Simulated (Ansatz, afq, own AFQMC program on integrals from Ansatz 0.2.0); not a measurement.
AlBH₂, singlet: AFQMC among the cluster methods

| atom | x (Å) | y (Å) | z (Å) |
| --- | --- | --- | --- |
| B | 0.0000 | 0.2858 | 1.4114 |
| Al | 0.0000 | -0.0777 | -0.6112 |
| H | 0.0000 | 0.4975 | 2.5897 |
| H | 0.0000 | -1.4823 | -1.3671 |

Connectivity, by distances: BH–AlH.

Basis cc-pVDZ. Noble-gas cores (and the filled d shells of Ga–Kr and In–Xe) are frozen. AFQMC by an in-house program on the Cholesky factors that Ansatz 0.2.0 writes for its CCSD(T) run. ph-AFQMC/CISD is guided by a CISD state made of CCSD amplitudes; releasing the constraint for a short imaginary time cuts its bias at the price of noise, slowly where states lie close. Error bars are statistical, one sigma.

Determinant: RHF, the one that the program's search chose, which needn't be the lowest solution. The geometry is a point of a scan.

No full CI on the walks' own integrals is used here; CCSDT(Q) serves as the reference and is uncertain by about the last step of the cluster series.

Cautions: higher spins were not checked; restricted determinant unstable towards unrestricted (UHF 1.17 eV lower, ⟨S²⟩ 1.04); strong correlation (T1 0.029, weight of the determinant 0.82, largest double 0.26); the released energies are still falling, so no released level is given (meV from the phaseless value at times in 1/Eh: -3 ± 11 at 0.24, -21 ± 13 at 0.51, -24 ± 12 at 0.99, -56 ± 15 at 1.62, -69 ± 17 at 2.40), though the last usable value meets CCSDT(Q) within the noise; CCSDT(Q) on the UHF determinant differs (345 meV lower), perhaps since the unrestricted series falls towards higher spin.

```
T1 diagnostic                               : 0.0288
weight of the determinant in the CISD state : 0.822
size of the correlated space                : 8 electrons in 36 orbitals
```

```tsv
level	correlation energy (eV)
MP2	-3.6754
CCSD	-4.7597
CCSD(T)	-4.9815
```

Problem. Estimate where phaseless AFQMC with the Hartree–Fock trial lies against CCSD(T) on the same integrals.

Solution. 7.4 ± 7.1 kJ/mol below CCSD(T). The gap is under twice the noise, so this walk alone can't tell the two apart.

Reference: CCSDT(Q), correlation energy -5.050 eV.

```csv
level,E − E(reference) (kJ/mol),share of correlation (%)
CCSD(T),6.6,98.64
CCSDT,2.0,99.60
ph-AFQMC/HF,-0.8 ± 7.1,100.15
ph-AFQMC/CISD,6.4 ± 1.1,98.68
```

A walk keeps the symmetry of its determinant, which the program's search chose and which needn't be the lowest solution, so a lower state of the same spin and another symmetry isn't excluded.
